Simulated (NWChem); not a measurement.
System: hydrogen isocyanide (CHN); SMILES [NH+]#[C-]

Program: NWChem. Coordinates come from a PBE-D3(BJ)/def2-SVP optimisation. Ions are spin-unrestricted doublets at the neutral geometry; other ion states weren't tried. Functional: LC-ωPBE (HJS hole) with def2-SVP; rows give the range parameter ω in 1/bohr.

```json
[
 {"range parameter (1/bohr)": "0.05", "−ε(HOMO) (eV)": "8.02"},
 {"range parameter (1/bohr)": "0.10", "−ε(HOMO) (eV)": "8.77"},
 {"range parameter (1/bohr)": "0.40", "−ε(HOMO) (eV)": "12.02"},
 {"range parameter (1/bohr)": "0.50", "−ε(HOMO) (eV)": "12.62"},
 {"range parameter (1/bohr)": "0.60", "−ε(HOMO) (eV)": "13.05"}
]
```
